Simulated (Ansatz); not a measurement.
The input, for Ansatz 0.2.0:

```yaml
crystal:
  periodic: [false, false, false]
  atoms:
    - {symbol: Ge, position_ang: [0.000000, 0.000000, 0.000000]}
    - {symbol: H, position_ang: [0.980597, 1.806267, 1.803936]}
    - {symbol: H, position_ang: [-0.995550, -1.798868, 1.803140]}
    - {symbol: H, position_ang: [-0.976964, 1.800838, -1.811321]}
    - {symbol: H, position_ang: [0.991917, -1.808237, -1.795755]}
basis:
  gaussian: {orbitals: 6-31G}
total_charge: 1
magnetization: {spin_polarized: true, initial_magnetization: 1}
hamiltonian: {xc: {name: PBE}}
correlation: {method: rpa, electrons: outside_noble_gas}
```

```sh
$ ansatz run in.yaml --threads 1 --pin off --events-out ev --progress --plain --max-ram 2393MiB
```

The program prints:

```
390 factors; integrals over basis functions are off by at most 4.8e-4 eV
mean field evaluation 1: about -56544.0240 eV, gradient 7.8e0 eV
mean field evaluation 2: about -56544.0227 eV, gradient 7.8e0 eV
mean field evaluation 4: about -56544.8424 eV, gradient 1.8e0 eV
mean field evaluation 8: about -56544.8719 eV, gradient 9.7e-1 eV
mean field evaluation 16: about -56544.8888 eV, gradient 1.3e-4 eV
mean field evaluation 32: about -56545.2306 eV, gradient 7.1e0 eV
mean field evaluation 64: about -56545.6987 eV, gradient 1.3e-1 eV
mean field evaluation 96: about -56543.7827 eV, gradient 1.7e-3 eV
mean field evaluation 128: about -56544.8221 eV, gradient 3.1e0 eV
mean field evaluation 160: about -56545.6977 eV, gradient 2.2e-1 eV
mean field evaluation 192: about -56545.6367 eV, gradient 1.5e-5 eV
mean field evaluation 224: about -56541.7388 eV, gradient 6.1e0 eV
mean field evaluation 256: about -56545.4452 eV, gradient 8.9e-1 eV
mean field evaluation 288: about -56540.8436 eV, gradient 8.6e0 eV
mean field -56545.73421655 eV, -2078.0174043831 hartree, gradient 1.2e-6 eV, S^2 1.939960; 23 other end points of the search recorded, 0 dependent functions left out
14 core orbitals not correlated: weight in the atoms' cores, before any rotation towards them, 1.000 or more for the frozen orbitals, at most 0.000 for the correlated occupied ones
reference -56508.88913756 eV, -2076.6633727045 hartree; 4, 3 occupied and 19, 20 virtual orbitals, 390 factors
Total energy: -56512.82526360 eV, -2076.8080226686 hartree
```

Ran on 1 thread of Arm Neoverse V2, shared host: 12 s wall, 0.18 GiB peak host memory.
